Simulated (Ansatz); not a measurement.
# BSi (quartet): the correlation ladder, def2-TZVPP

One table from this session's results is given with a row withheld; the runs are named, their logs left out.

Method: def2-TZVPP, core rule «outside noble gas», up to 6 orbitals frozen; program: Ansatz 0.2.0, Gaussian basis.

The runs, in order: UHF; ROHF; CCSD(T) on UHF.

2 further runs of the same task are left out: 2 set aside as unsound or not needed.

### The geometry

The geometry is a PBE0/def2-TZVP stationary point (not a proven minimum) of the parent state, kept for this charge and spin.

2 atoms, charge 0, spin multiplicity 4.

Atoms are counted from 1 here; the program's logs count them from 0.

Bond lengths: Si1–B2 1.919 Å.

The first run:

The input, in.yaml:

```yaml
crystal:
  periodic: [false, false, false]
  atoms:
    - {symbol: Si, position_ang: [0.000000, 0.000000, 0.000000]}
    - {symbol: B, position_ang: [0.000000, 0.000000, 1.919159]}
basis:
  gaussian: {orbitals: def2-TZVPP}
magnetization: {spin_polarized: true, initial_magnetization: 3}
hamiltonian: {xc: hf}
output: {orbitals: {seedname: orbitals}}
```

Started as:

```console
> ansatz run in.yaml --threads 1 --pin off --events-out ev --progress --plain --max-ram 4096MiB --backend cpu
```

Steps of the session up to this table: UHF; ROHF; CCSD(T) on UHF.

One table of the session follows, with a row left open; its other results are not shown here.

```
  method  from UCCSD(T) (kJ/mol)
    ROHF                       ?
     UHF                  +449.3
    UMP2                  +102.0
   UCCSD                   +27.1
UCCSD(T)                       0
```

Estimate the missing values for ROHF.

**Answer.** from UCCSD(T) (kJ/mol): +454.5. In the column «from UCCSD(T) (kJ/mol)» it is the highest.
